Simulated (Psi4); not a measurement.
**[NO2]+ (SMILES O=[N+]=O): CAM-B3LYP/3-21G (density fitting)**

Wanted: molecular dynamics of [NO2]+. The job is set up through an ASE script.

The results are computed with Psi4 1.11.

## Step 1: The structure to begin with

The species is [NO2]+ (3 atoms), meant as a singlet with charge +1. As SMILES, `O=[N+]=O`. Geometry: relaxed at PBE0-D4/def2-TZVP (4 decimals). The run starts from this shape.

Bond lengths: O1–N2 1.110 Å, N2–O3 1.110 Å. Angles: O1–N2–O3 180.0°.

## Step 2: Molecular dynamics at CAM-B3LYP/3-21G (density fitting)

File no2.sdf:

```

     RDKit          3D

  3  2  0  0  0  0  0  0  0  0999 V2000
   -0.5730    0.9270   -0.2096 O   0  0  0  0  0  0  0  0  0  0  0  0
   -0.0000   -0.0000    0.0000 N   0  0  0  0  0  0  0  0  0  0  0  0
    0.5730   -0.9270    0.2096 O   0  0  0  0  0  0  0  0  0  0  0  0
  2  1  2  0
  3  2  2  0
M  CHG  1   2   1
M  END
$$$$
```

File no2_ase.py:

```python
import numpy as np
from ase.calculators.psi4 import Psi4
from ase.io import read
from ase import units
from ase.md.velocitydistribution import MaxwellBoltzmannDistribution, Stationary
from ase.md.verlet import VelocityVerlet

atoms = read('no2.sdf')
calc = Psi4(atoms=atoms, method='cam-b3lyp', basis='3-21G', memory='1600MB', num_threads=1, charge=1, multiplicity=1, label='psi4-calc')
atoms.calc = calc

MaxwellBoltzmannDistribution(atoms, temperature_K=1000.0, rng=np.random.default_rng(140))
Stationary(atoms)
dyn = VelocityVerlet(atoms, 1.0 * units.fs)
def show():
    ep, ek = atoms.get_potential_energy(), atoms.get_kinetic_energy()
    print(f'step {dyn.nsteps:3d}  Epot {ep:14.6f}  Ekin {ek:9.6f}  Etot {ep + ek:14.6f} eV  T {atoms.get_temperature():7.1f} K')
dyn.attach(show)
dyn.run(15)
```

The run is started by

```console
$ python no2_ase.py
```

psi4-calc.dat:

```text
[...]
  Running in c1 symmetry.
[...]
  Nuclear repulsion =   63.631487513635797
[...]
  Multiplicity = 1
[...]
  Nalpha       = 11
  Nbeta        = 11
[...]
    Number of basis functions: 27
[...]
   @DF-RKS iter   1:  -203.22513445749314    3.26701e-01   2.47508e-02 DIIS/ADIIS
[...]
   @DF-RKS iter  12:  -203.42833902015724   -8.12861e-12   8.97459e-09 DIIS
[...]
    Orbital Energies [Eh]
    ---------------------
    Doubly Occupied:
       1A    -19.706119     2A    -19.657525     3A    -15.025381
       4A     -1.825398     5A     -1.617118     6A     -1.098020
       7A     -1.046652     8A     -1.046011     9A     -1.002947
      10A     -0.804990    11A     -0.804970
[...]
  @DF-RKS Final Energy:  -203.42833902015724
   => Energetics <=
    Nuclear Repulsion Energy =             63.6314875136357969
    One-Electron Energy =                -394.9795485420739851
    Two-Electron Energy =                 145.1708624492986246
    DFT Exchange-Correlation Energy =     -17.2511404410177001
    Empirical Dispersion Energy =           0.0000000000000000
    VV10 Nonlocal Energy =                  0.0000000000000000
    Total Energy =                       -203.4283390201572388
[...]
 Multipole Moments:
 ------------------------------------------------------------------------------------
     Multipole            Electronic (a.u.)      Nuclear  (a.u.)        Total (a.u.)
 ------------------------------------------------------------------------------------
 L = 1.  Multiply by 2.5417464519 to convert [e a0] to [Debye]
 Dipole X            :         -0.0438373           -0.0003582           -0.0441955
 Dipole Y            :          0.1876430           -0.0006962            0.1869469
 Dipole Z            :         -0.0144596           -0.0001709           -0.0146305
 Magnitude           :                                                    0.1926563
[...]
  -Total Gradient:
     Atom            X                  Y                   Z
    ------   -----------------  -----------------  -----------------
       1        0.003176906096    -0.024098602725     0.000799289219
       2       -0.040395670563     0.141638734441    -0.014064819684
       3        0.037228427912    -0.117538650500     0.013269732346
[...]
```

The script printed:

```text
step   0  Epot   -5536.091714  Ekin  0.796183  Etot   -5535.295531 eV  T  2053.2 K
step   1  Epot   -5536.088545  Ekin  0.800230  Etot   -5535.288315 eV  T  2063.6 K
step   2  Epot   -5535.983013  Ekin  0.702845  Etot   -5535.280168 eV  T  1812.5 K
step   3  Epot   -5535.888485  Ekin  0.611259  Etot   -5535.277225 eV  T  1576.3 K
step   4  Epot   -5535.848899  Ekin  0.569783  Etot   -5535.279116 eV  T  1469.3 K
step   5  Epot   -5535.837572  Ekin  0.555829  Etot   -5535.281743 eV  T  1433.4 K
step   6  Epot   -5535.812589  Ekin  0.530133  Etot   -5535.282456 eV  T  1367.1 K
step   7  Epot   -5535.757002  Ekin  0.475559  Etot   -5535.281443 eV  T  1226.4 K
step   8  Epot   -5535.679969  Ekin  0.400040  Etot   -5535.279928 eV  T  1031.6 K
step   9  Epot   -5535.600604  Ekin  0.321867  Etot   -5535.278736 eV  T   830.0 K
step  10  Epot   -5535.535195  Ekin  0.257032  Etot   -5535.278163 eV  T   662.8 K
step  11  Epot   -5535.492221  Ekin  0.214104  Etot   -5535.278117 eV  T   552.1 K
step  12  Epot   -5535.473195  Ekin  0.194883  Etot   -5535.278313 eV  T   502.6 K
step  13  Epot   -5535.476874  Ekin  0.198555  Etot   -5535.278319 eV  T   512.0 K
step  14  Epot   -5535.505165  Ekin  0.227336  Etot   -5535.277828 eV  T   586.3 K
step  15  Epot   -5535.567061  Ekin  0.290043  Etot   -5535.277018 eV  T   748.0 K
```

It took 43 s on 1 thread of Intel Xeon Platinum 8259CL at 2.50GHz (Skylake/Cascade Lake), shared host; peak memory 0.38 GiB.

Steps, from the record of the run:

```
step  potential energy change (eV)  largest force (eV/Å)
   0                        0.0000                3.9342
   1                        0.0032                5.5736
   2                        0.1087                8.8830
   3                        0.2032                9.8955
   4                        0.2428                8.9904
   5                        0.2541                7.0355
   6                        0.2791                5.8289
   7                        0.3347                5.9609
   8                        0.4117                5.8960
   9                        0.4911                5.8446
  10                        0.5565                6.4730
  11                        0.5995                6.8011
  12                        0.6185                6.9133
  13                        0.6148                6.8670
  14                        0.5865                6.6907
  15                        0.5247                7.6082
```

## Step 3: Summary of results

At CAM-B3LYP/3-21G (density fitting):

| quantity | value |
| --- | --- |
| potential energy of the last frame | -203.42834 Eh |
